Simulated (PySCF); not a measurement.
C₃H₃FS.
Geometry (PBE0-D3(BJ)/def2-SVP, Å), atoms numbered from 1 in this order:
```
atom  x, y, z in Å
C1    -0.993   -0.145    0.052
C2     0.357    0.469   -0.024
F3     0.374    1.811   -0.033
C4     1.497   -0.201   -0.082
S5     2.817   -1.031   -0.157
H6    -1.512    0.179    0.968
H7    -0.928   -1.241    0.055
H8    -1.602    0.167   -0.813
```

Level of theory: MP2 and CCSD/aug-cc-pVDZ in PySCF, restricted Hartree–Fock reference, 9 core orbitals frozen, non-relativistic, gas phase, PBE0-D3(BJ)/def2-SVP geometry.

E(HF) = -612.27589 Eh.

**Question.** How large is the problem?

**Answer.** 146 basis functions and 46 electrons; 9 orbitals frozen, which leaves o = 14 correlated occupied and v = 123 virtual orbitals. That is o·v = 1722 singles and o·v(o·v + 1)/2 = 1483503 distinct closed-shell doubles amplitudes before symmetry; the costliest CCSD step grows as o²v⁴ = 4.5 × 10^10.

**Question.** What are the MP2 and CCSD correlation energies?

**Answer.** MP2 -0.7484 Eh and CCSD -0.7834 Eh, which gives totals of -613.02432 and -613.05928 Eh. That is 0.761 eV for each correlated electron at CCSD (2057 kJ/mol in all, 0.128 % of the total energy); MP2 gives 95.5 % of the CCSD value.

**Question.** What is the T1 diagnostic?

**Answer.** 0.0160, below the customary warning level of 0.02. It is the norm of the spatial-orbital singles amplitudes over the root of the number of correlated electrons, so the norm is 0.085.

**Question.** How does correlation change the dipole moment?

**Answer.** HF gives 2.10 D and CCSD (unrelaxed density) 1.67 D, a change of -0.43 D; the two vectors are 14° apart.

Connected triples and the basis-set limit are missing.
